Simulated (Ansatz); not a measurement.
Ideal-gas functions of C2H6B, SMILES `[CH2]BC` radical at 600 K and 1 bar, from an Ansatz frequency run at PBE0-D4/def2-TZVP.

Molar mass 40.88 g/mol, point group Cs (symmetry number 1), electronic degeneracy 2, moments of inertia 12.125, 62.657, 71.75 u Å². Harmonic wavenumbers (cm⁻¹, unscaled): 73, 150, 328, 624, 739, 762, 800, 929, 1040, 1071, 1252, 1326, 1448, 1449, 1464, 2576, 3023, 3077, 3121, 3125, 3212.

Use S(trans) = R[1.5 ln M + 2.5 ln T − 1.1517]; rotational temperatures θ = 24.2544 K / I; S(rot) = R[ln(√π/σ · √(T³/θAθBθC)) + 1.5]; for each mode x = 1.438777 ν̃/T, S = R[x/(eˣ − 1) − ln(1 − e⁻ˣ)] and H = RT x/(eˣ − 1); 1 cm⁻¹ = 0.0119627 kJ/mol; R = 8.31446 J/(mol·K).

**Question.** By hand: the entropy, in J/(mol·K).

**Answer.** Translation 169.7. Rotation: θ = 2.0004, 0.3871, 0.338 K, giving 102.6. Vibration, mode by mode: 22.81, 16.86, 10.52, 5.70, 4.57, 4.37, 4.07, 3.19, 2.58, 2.44, 1.73, 1.50, 1.19, 1.18, 1.15, 0.12, 0.05, 0.04, 0.04, 0.04, 0.03, in all 84.2. Electronic 5.8. Sum 362.3 J/(mol·K).

**Question.** By hand: H − E and G − E in kJ/mol, counted from the electronic energy.

**Answer.** Zero-point energy ½ × 31589 × 0.0119627 = 188.9; thermal vibration 26.2; translation, rotation and pV give 4 RT = 20.0. H − E = 235.1 kJ/mol, and G − E = 235.1 − 600 × 362.3/1000 = 17.7 kJ/mol.

Vibration gives 23 % of the entropy, 22.8 J/(mol·K) of it from the mode under 150 cm⁻¹: soft modes count most, and the harmonic formula is weakest for them.
